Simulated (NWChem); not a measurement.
System: Na2; SMILES [Na][Na]

Input file for NWChem:

```
start job
memory heap 200 mb stack 900 mb global 1100 mb
geometry units angstroms noautosym nocenter noautoz
  Na     0.000000     0.000000    -1.562476
  Na     0.000000     0.000000     1.562476
end
basis spherical
  * library pcsseg-1
end
dft
  xc kt2
  iterations 150
end
property
  shielding 1 1
  efieldgrad
end
task dft property
```

Output (shortened):

```
             Northwest Computational Chemistry Package (NWChem) 7.3.0
             --------------------------------------------------------

                             Geometry "geometry" -> ""
                             -------------------------

 Output coordinates in angstroms (scale by  1.889725989 to convert to a.u.)

  No.       Tag          Charge          X              Y              Z
 ---- ---------------- ---------- -------------- -------------- --------------
    1 Na                  11.0000     0.00000000     0.00000000    -1.56247600
    2 Na                  11.0000     0.00000000     0.00000000     1.56247600

 Effective nuclear repulsion energy (a.u.)      20.4900578086

                              NWChem Property Module
                              ----------------------

  itol2e modified to match energy
  convergence criterion.

                                 NWChem DFT Module
                                 -----------------

 Summary of "ao basis" -> "ao basis" (spherical)
 ------------------------------------------------------------------------------
       Tag                 Description            Shells   Functions and Types
 ---------------- ------------------------------  ------  ---------------------
 Na                         pcsseg-1                 8       16   4s4p

  itol2e modified to match energy
  convergence criterion.

            General Information
            -------------------
          SCF calculation type: DFT
          Wavefunction type:  closed shell.
          No. of atoms     :     2
          No. of electrons :    22
           Alpha electrons :    11
            Beta electrons :    11
          Charge           :     0
          Spin multiplicity:     1
          Use of symmetry is: off; symmetry adaption is: off
          Maximum number of iterations: 150
          AO basis - number of functions:    32
                     number of shells:    16
          Convergence on energy requested:  1.00D-07
          Convergence on density requested:  1.00D-05
          Convergence on gradient requested:  5.00D-04

              XC Information
              --------------
                          KT2 Method XC Functional
                        Slater Exchange Functional  1.072 local
                           KT1 gradient correction  1.000 non-local
            Perdew 1991 LDA Correlation Functional  0.577 local

             Grid Information
             ----------------
          Grid used for XC integration:  fine
          Radial quadrature: Mura-Knowles
          Angular quadrature: Lebedev.
          Tag              B.-S. Rad. Rad. Pts. Rad. Cut. Ang. Pts.
          ---              ---------- --------- --------- ---------
          Na                  1.80      123          15.0       770
          Grid pruning is: on
          Number of quadrature shells:   246
          Spatial weights used:  Erf1

      Superposition of Atomic Density Guess
      -------------------------------------

 Sum of atomic energies:        -323.68176944

      Non-variational initial energy
      ------------------------------

 Total energy =    -323.636473
 1-e energy   =    -496.475930
 2-e energy   =     152.349400
 HOMO         =      -0.142964
 LUMO         =      -0.021324

   convergence    iter        energy       DeltaE   RMS-Dens  Diis-err
 ---------------- ----- ----------------- --------- --------- ---------
 d= 0,ls=0.0,diis     1   -328.0151564363 -3.49D+02  1.98D-02  3.31D-01
 d= 0,ls=0.0,diis     2   -328.0273012092 -1.21D-02  5.23D-03  5.06D-02
 d= 0,ls=0.0,diis     3   -328.0299075370 -2.61D-03  1.47D-03  6.85D-03
 d= 0,ls=0.0,diis     4   -328.0303064719 -3.99D-04  1.35D-04  9.87D-07
 d= 0,ls=0.0,diis     5   -328.0303071433 -6.71D-07  2.95D-05  5.13D-08
 d= 0,ls=0.0,diis     6   -328.0303071856 -4.23D-08  3.00D-06  7.23D-10

         Total DFT energy =     -328.030307185570
      One electron energy =     -497.771665911349
           Coulomb energy =      181.666120675919
    Exchange-Corr. energy =      -32.414819758696
 Nuclear repulsion energy =       20.490057808556

 Numeric. integr. density =       22.000000004260

                       DFT Final Molecular Orbital Analysis
                       ------------------------------------

[...]

          -----------------------------------------
          Chemical Shielding Tensors (GIAO, in ppm)
          -----------------------------------------

                                NWChem CPHF Module
                                ------------------

  scftype          =     RHF
  nclosed          =       11
  nopen            =        0
  variables        =      231
  # of vectors     =        3
  tolerance        = 0.10D-03
  level shift      = 0.00D+00
  max iterations   =       50
  max subspace     =       30

 SCF residual:    1.9967941682606703E-006

Iterative solution of linear equations
  No. of variables      231
  No. of equations        3
  Maximum subspace       30
        Iterations       50
       Convergence  1.0D-04

   iter   nsub   residual    time
   ----  ------  --------  ---------
     1      3    1.59D-06       1.0

      Atom:    1  Na
        Diamagnetic
    632.2052      0.0000     -0.0000
      0.0000    632.2052      0.0000
     -0.0000      0.0000    632.6918

        Paramagnetic
    -30.1905      0.0000      0.0000
      0.0000    -30.1905     -0.0000
      0.0000     -0.0000      0.0000

        Total Shielding Tensor
    602.0148      0.0000      0.0000
      0.0000    602.0148     -0.0000
      0.0000     -0.0000    632.6918

           isotropic =     612.2404
          anisotropy =      30.6770

          Principal Components and Axis System
                 1           2           3
              632.6918    602.0148    602.0148

      1         0.0000      0.7379     -0.6749
      2        -0.0000      0.6749      0.7379
      3         1.0000     -0.0000      0.0000
```

Level: KT2/pcSseg-1, GIAO. Structure relaxed at the PBE0/def2-SVP level. NWChem prints the field gradient with the sign opposite to the second derivative of the potential. The printed shielding anisotropy is the first printed principal value minus the mean of the other two.
